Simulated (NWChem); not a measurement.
System: Be

NWChem input:

```
start job
memory heap 200 mb stack 900 mb global 1100 mb
geometry units angstroms noautosym nocenter noautoz
  Be     0.000000     0.000000     0.000000
end
basis spherical
  Be library sto-3g
end
dft
  xc b3lyp
  iterations 150
end
property
  response 1 0.0773
end
task dft property
```

STO-3G and 3-21G are far too small for this property and stand as cheap habits.

Field at 589 nm.

**Question.** What results follow from this input? (B3LYP/STO-3G.) Quantities: isotropic polarisability (bohr³); anisotropy (bohr³).

**Answer.** 
```yaml
isotropic polarisability (bohr³): 21.9
anisotropy (bohr³): 0.0
```
